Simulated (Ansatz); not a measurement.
C3H3FO (`C#COCF`). Charge 0, multiplicity 1. Geometry: relaxed with PBE0-D4/def2-TZVP. It is one conformer, not always the lowest.

```xyz
8

C    -2.050    0.302   -0.325
C    -0.964    0.420    0.169
O     0.204    0.558    0.712
C     1.210   -0.246    0.113
F     2.342    0.014    0.789
H    -3.020    0.211   -0.748
H     0.948   -1.302    0.225
H     1.331    0.043   -0.935
```

(1) What is the dipole moment at B3LYP/def2-TZVPP? (An estimate is asked.)

(2) And with PBE, r2SCAN, ωB97M-V? (Estimate.)

(3) Give the Mulliken charges with B3LYP, ωB97M-V, r2SCAN in def2-TZVPP. (Estimate.)

## Answers

(1) Ansatz gave: 1.88 D, with components (-0.15, -1.20, -1.44) D in this frame, pointing from negative to positive charge.

(2) The calculation gave: PBE 1.71 D, r2SCAN 1.79 D, ωB97M-V 1.90 D.

(3) The calculation gave: 
| atom | B3LYP | ωB97M-V | r2SCAN |
| --- | --- | --- | --- |
| C1 | -0.19 | -0.23 | -0.31 |
| C2 | -0.04 | 0.03 | 0.10 |
| O3 | -0.23 | -0.23 | -0.24 |
| C4 | 0.17 | 0.13 | 0.26 |
| F5 | -0.20 | -0.19 | -0.20 |
| H6 | 0.26 | 0.25 | 0.25 |
| H7 | 0.11 | 0.12 | 0.07 |
| H8 | 0.11 | 0.12 | 0.07 |

B3LYP here is the variant with VWN-RPA as its local correlation; programs differ in this.
